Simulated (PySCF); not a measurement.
PySCF input file for C3H6, SMILES C=CC, PBE/pcJ-1. Coordinates come from a r2SCAN-D4/def2-TZVP optimisation.

```python
import numpy as np
from pyscf import gto, scf, dft
from pyscf.prop.ssc import rks as ssc

mol = gto.M(
    atom='''
    C    -0.16334754    1.22693364    0.00000000
    C     0.45410546   -0.13142494    0.00000000
    C    -0.21993860   -1.27629685   -0.00000000
    H     0.15235628    1.80173498    0.87694809
    H     0.15235628    1.80173498   -0.87694810
    H    -1.25361664    1.17007268    0.00000000
    H     1.54290975   -0.16293436    0.00000000
    H    -1.30604801   -1.29171041   -0.00000000
    H     0.28712638   -2.23416899   -0.00000000
    ''',
    basis='pcJ-1',
    charge=0,
    spin=0,
    max_memory=1600,
    verbose=3,
)
mf = dft.RKS(mol, xc='pbe')
mf.grids.level = 3
mf.conv_tol = 1e-10
mf.max_cycle = 100
mf.kernel()
j = ssc.SSC(mf)
j.with_fcsd = True
j.max_cycle_cphf = 80
j.conv_tol = 1e-7
e11 = j.kernel()
```

Log of the run:

```
converged SCF energy = -117.742337315158
Reduced spin-spin coupling constant K (Hz)
               #0        #1        #2        #3        #4
        0 C    0.00000
        1 C   19.61888   0.00000
        2 C    0.65797  36.68929   0.00000
        3 H   15.26703  -0.77760   0.78380   0.00000
        4 H   15.26703  -0.77760   0.78381  -0.57338   0.00000
        5 H   15.53274  -0.49557   0.94415  -0.38229  -0.38230
        6 H    0.81338  18.45721   0.25983   0.11631   0.11631
        7 H    1.03148  -0.12476  18.92928  -0.08905  -0.08905
        8 H    1.61830   0.04991  19.47377  -0.07600  -0.07600
               #5        #6        #7        #8
        5 H    0.00000
        6 H    0.40662   0.00000
        7 H   -0.01278   0.52544   0.00000
        8 H   -0.01067   0.31982   0.07113   0.00000
Spin-spin coupling constant J (Hz)
               #0        #1        #2        #3        #4
        0 C    0.00000
        1 C   38.71843   0.00000
        2 C    1.29851  72.40738   0.00000
        3 H  119.79906  -6.10174   6.15043   0.00000
        4 H  119.79910  -6.10177   6.15049 -17.88935   0.00000
        5 H  121.88412  -3.88873   7.40867 -11.92746 -11.92763
        6 H    6.38256 144.83213   2.03890   3.62875   3.62873
        7 H    8.09391  -0.97898 148.53647  -2.77838  -2.77833
        8 H   12.69869   0.39161 152.80905  -2.37118  -2.37118
               #5        #6        #7        #8
        5 H    0.00000
        6 H   12.68649   0.00000
        7 H   -0.39868  16.39385   0.00000
        8 H   -0.33300   9.97829   2.21928   0.00000
```

The calculation finished and met its thresholds.

Cost: about 2.3 core-minutes (a rough figure).
